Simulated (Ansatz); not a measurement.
Ansatz input

```yaml
crystal:
  lattice:
    - [3.5317279597, 0.0, 0.0]
    - [-1.7658639799, 3.0585661324, 0.0]
    - [0.0, 0.0, 5.8335278515]
  atoms:
    - { symbol: Tm, position: [0.3333333333, 0.6666666667, 0.25], spin: 1.279 }
    - { symbol: Tm, position: [0.6666666667, 0.3333333333, 0.75], spin: -1.279 }
hamiltonian:
  xc: pbesol
  pseudopotentials:
    kind: paw
    azcp:
      Tm: "pseudopotentials/Tm.paw.azcp"
basis:
  ecutwfc: 420
  fft_grid_basis: typed
kpoints:
  mp_grid: { grid: [14, 14, 7], shift: [0, 0, 0] }
magnetization:
  spin_polarized: true
scf:
  occupations: { method: fermi_dirac, width: 0.05 }
output:
  stress: true
```

and its output:

```
Warning: the record states the generating functional pbe (its physics header spells it `PBE`), which answers neither for hamiltonian.xc's functional nor for the pbesol family's — results may be inconsistent (PPs are generated against a specific XC)
Warning: where an SCF of this run starts from atoms to list the orders of its open shells, Tm (site 0, from 0) starts with 1.50 μB on its 4f shell, in the place of the 1.28 μB that the deck gives it: an open f shell starts with all that it can hold by Hund's first rule. To start from spheres of the given moment, type scf.initial_density.shell_occupations: []
Warning: where an SCF of this run starts from atoms to list the orders of its open shells, Tm (site 1, from 0) starts with -1.50 μB on its 4f shell, in the place of the -1.28 μB that the deck gives it: an open f shell starts with all that it can hold by Hund's first rule. To start from spheres of the given moment, type scf.initial_density.shell_occupations: []
Engine: ansatz 0.2.0, x86_64-unknown-linux-gnu
Pseudopotentials: kind: paw
Pseudopotential: Tm, paw, valence charge 23, recommended cutoff 420 eV (normal) 
Functional definition: PBEsol
  exchange = pbesol_x
  correlation = pbesol_c
Crystal: 2 atoms, lattice volume = 63.014 Å³
Basis set: ecut = 420 eV, 1237 PW (Γ)
Bands: 30, of which v1, the nominal top of the filled ones, is band 23 counted from 1 (22 counted from 0)
Symmetry: 12 space group operations
Space group: P-6m2 (ITA 187), of the structure as read, at distance tolerance 4.0e-5 Å
Magnetic group: BNS 194.267 (UNI 1497), of the structure as read, at distance tolerance 4.0e-5 Å
k-points: 96 of 1372 (time reversal used)
Non-local potential: Tm, projectors of the file, l = 0: 3, l = 1: 2, l = 2: 2, l = 3: 3
PAW form: soft (Blöchl's): semilocal exchange-correlation on the pseudo side does not see the compensation charge
PAW frozen core: Tm, regenerated for the run's functional, and the local potential with it (the file was generated under x = pbe(κ = 0.804, μ = 0.2195149727645171), c = pbe(β = 0.06672455060314922))
PAW one-centre angular grid: Tm, 590 points (default); XC on 64 Gauss nodes
Initial density: superposition of atomic densities (chi_scale 0.1, normalization cell)
Starting moments: Σ|m| = 2.558 μB on 2 of 2 sites
Starting magnetic order: antiferromagnet; an inversion exchanges its spin sublattices: spin-degenerate at every k-point
Initial wavefunctions: pseudopotential atomic-orbital guess
Functional: x = pbesol(κ = 0.804, μ = 0.12345679012345678), c = pbesol(β = 0.046)
iter 1 solved again at ethr=5.02e-4 eV; its pass at ethr=3.10e-3 eV (dr2=2.31e-1 eV) is discarded
SCF iter   1: F=—  HF=-25590.883221 eV  |F-HF|=—  |Δ(HF+E_count)|=         —  Δρ=1.50e-2 (↑1.50e-2 ↓1.50e-2)  dr2=2.63e-1  dr2_m=5.76e-2  M=0.000 μB ∫|m|=2.783 μB  β_m=0.30  ethr=5.02e-4  ⟨swp⟩=1.9  Hψ=35758  notcnv=0
Mixer restart at iter 1: flushing history
spin=Collinear: Kerker preconditioning applied to the charge; magnetization (m = ρ↑ − ρ↓) channel mixes plain (no charge-response kernel on spin).
...
SCF iter  25: F=—  HF=-25590.969641 eV  |F-HF|=—  |Δ(HF+E_count)|=         —  Δρ=5.07e-5 (↑1.61e-5 ↓5.07e-5)  dr2=1.80e-6  dr2_m=2.96e-7  M=0.001 μB ∫|m|=2.587 μB  β_m=0.73  ethr=8.68e-9  ⟨swp⟩=8.9  Hψ=94774  notcnv=0  defer=144
SCF iter  26: F=—  HF=-25590.969643 eV  |F-HF|=—  |Δ(HF+E_count)|=   1.83e-6  Δρ=2.73e-5 (↑1.85e-5 ↓2.73e-5)  dr2=5.12e-7  dr2_m=2.15e-7  M=0.001 μB ∫|m|=2.587 μB  β_m=0.87  ethr=3.90e-9  ⟨swp⟩=2.3  Hψ=47947  notcnv=0  defer=144
SCF iter  27: F=—  HF=-25590.969644 eV  |F-HF|=—  |Δ(HF+E_count)|=   5.00e-7  Δρ=5.85e-5 (↑2.63e-5 ↓5.85e-5)  dr2=3.04e-6  dr2_m=2.50e-7  M=0.001 μB ∫|m|=2.586 μB  β_m=0.22  ethr=1.11e-9  ⟨swp⟩=3.0  Hψ=51625  notcnv=0  defer=144  recentre
SCF iter  28: F=—  HF=-25590.969643 eV  |F-HF|=—  |Δ(HF+E_count)|=   2.21e-7  Δρ=2.16e-5 (↑9.22e-6 ↓2.16e-5)  dr2=2.90e-7  dr2_m=1.13e-7  M=0.001 μB ∫|m|=2.586 μB  β_m=0.60  ethr=1.11e-9  ⟨swp⟩=3.0  Hψ=51489  notcnv=0  defer=144
SCF iter  29: F=—  HF=-25590.969644 eV  |F-HF|=—  |Δ(HF+E_count)|=   3.39e-7  Δρ=4.01e-6 (↑4.01e-6 ↓2.66e-6)  dr2=1.62e-8  dr2_m=1.06e-9  M=-0.000 μB ∫|m|=2.586 μB  β_m=0.80  ethr=6.31e-10  ⟨swp⟩=2.9  Hψ=44829  notcnv=0  defer=144
SCF iter  30: F=—  HF=-25590.969644 eV  |F-HF|=—  |Δ(HF+E_count)|=   2.08e-8  Δρ=2.15e-6 (↑2.15e-6 ↓1.16e-6)  dr2=2.43e-9  dr2_m=9.99e-10  M=-0.000 μB ∫|m|=2.586 μB  β_m=0.90  ethr=3.53e-11  ⟨swp⟩=2.3  Hψ=42353  notcnv=0  defer=144
SCF iter  31: F=—  HF=-25590.969644 eV  |F-HF|=—  |Δ(HF+E_count)|=   2.58e-8  Δρ=3.58e-6 (↑3.51e-6 ↓3.58e-6)  dr2=2.02e-8  dr2_m=1.24e-9  M=-0.000 μB ∫|m|=2.586 μB  β_m=0.95  ethr=5.27e-12  ⟨swp⟩=3.3  Hψ=58417  notcnv=0  defer=144  recentre
SCF iter  32: F=—  HF=-25590.969644 eV  |F-HF|=—  |Δ(HF+E_count)|=   9.64e-9  Δρ=1.76e-6 (↑1.76e-6 ↓1.32e-6)  dr2=2.47e-9  dr2_m=3.95e-10  M=-0.000 μB ∫|m|=2.586 μB  β_m=0.98  ethr=5.27e-12  ⟨swp⟩=3.6  Hψ=56343  notcnv=0  defer=144
SCF iter  33: F=—  HF=-25590.969644 eV  |F-HF|=—  |Δ(HF+E_count)|=   2.88e-8  Δρ=3.25e-6 (↑3.25e-6 ↓2.26e-6)  dr2=9.31e-9  dr2_m=2.12e-9  M=0.000 μB ∫|m|=2.586 μB  β_m=0.99  ethr=5.27e-12  ⟨swp⟩=3.1  Hψ=57349  notcnv=0  defer=144
SCF iter  34: F=—  HF=-25590.969644 eV  |F-HF|=—  |Δ(HF+E_count)|=   1.93e-8  Δρ=1.30e-6 (↑1.30e-6 ↓4.15e-7)  dr2=1.66e-9  dr2_m=1.76e-10  M=0.000 μB ∫|m|=2.586 μB  β_m=0.99  ethr=5.27e-12  ⟨swp⟩=3.1  Hψ=54465  notcnv=0  defer=144
SCF iter  35: F=—  HF=-25590.969644 eV  |F-HF|=—  |Δ(HF+E_count)|=   3.24e-9  Δρ=1.37e-5 (↑1.37e-5 ↓7.88e-6)  dr2=1.45e-7  dr2_m=3.54e-8  M=-0.000 μB ∫|m|=2.586 μB  β_m=1.00  ethr=3.61e-12  ⟨swp⟩=3.2  Hψ=53204  notcnv=0  defer=144
SCF iter  36: F=—  HF=-25590.969644 eV  |F-HF|=—  |Δ(HF+E_count)|=   1.03e-9  Δρ=3.42e-7 (↑3.42e-7 ↓2.13e-7)  dr2=8.75e-11  dr2_m=1.78e-11  M=-0.000 μB ∫|m|=2.586 μB  β_m=0.96  ethr=3.61e-12  ⟨swp⟩=2.8  Hψ=41039  notcnv=0  defer=144
SCF iter  37: F=—  HF=-25590.969644 eV  |F-HF|=—  |Δ(HF+E_count)|=  1.38e-10  Δρ=2.65e-7 (↑1.61e-7 ↓2.65e-7)  dr2=7.48e-11  dr2_m=2.72e-12  M=-0.000 μB ∫|m|=2.586 μB  β_m=0.82  ethr=1.00e-12  ⟨swp⟩=2.1  Hψ=37534  notcnv=0  defer=144
SCF iter  38: F=-25590.969644 eV  HF=-25590.969644 eV  |F-HF|=5.58e-9  |Δ(HF+E_count)|=  7.28e-12  Δρ=2.47e-6 (↑2.47e-6 ↓1.87e-6)  dr2=5.49e-9  dr2_m=1.37e-9  M=0.000 μB ∫|m|=2.586 μB  ethr=1.00e-12  ⟨swp⟩=2.9  Hψ=76636  notcnv=0
SCF 2 converged in 38 iterations: F = -25590.969644 eV  dr2 = 5.49e-9
Symmetry: 1 space group operations
k-points: 688 of 1372 (time reversal used)
Initial density: read from a saved state, or passed on in memory by an earlier SCF of this step, an earlier step, the calling program or the single point that the run made first
Starting moments: Σ|m| = 2.558 μB on 2 of 2 sites; this step starts from the density that it was given
Initial wavefunctions: those read from a saved state, or passed on in memory by an earlier step or the calling program
iter 1 solved again at ethr=1.19e-11 eV; its pass at ethr=2.17e-6 eV (dr2=5.50e-9 eV) is discarded
SCF iter   1: F=—  HF=-25590.969644 eV  |F-HF|=—  |Δ(HF+E_count)|=         —  Δρ=2.47e-6 (↑2.47e-6 ↓1.88e-6)  dr2=5.50e-9  dr2_m=1.37e-9  M=0.000 μB ∫|m|=2.586 μB  ethr=1.19e-11  ⟨swp⟩=1.3  Hψ=236644  notcnv=0
spin=Collinear: Kerker preconditioning applied to the charge; magnetization (m = ρ↑ − ρ↓) channel mixes plain (no charge-response kernel on spin).
SCF iter   2: F=—  HF=-25590.970256 eV  |F-HF|=—  |Δ(HF+E_count)|=   6.12e-4  Δρ=2.81e-3 (↑1.85e-3 ↓2.81e-3)  dr2=3.14e-3  dr2_m=1.49e-3  M=0.010 μB ∫|m|=2.573 μB  ethr=2.17e-6  ⟨swp⟩=2.9  Hψ=240395  notcnv=0
```

The calculation hadn't finished when its time ran out.

With an open f shell the SCF can settle in more than one state.
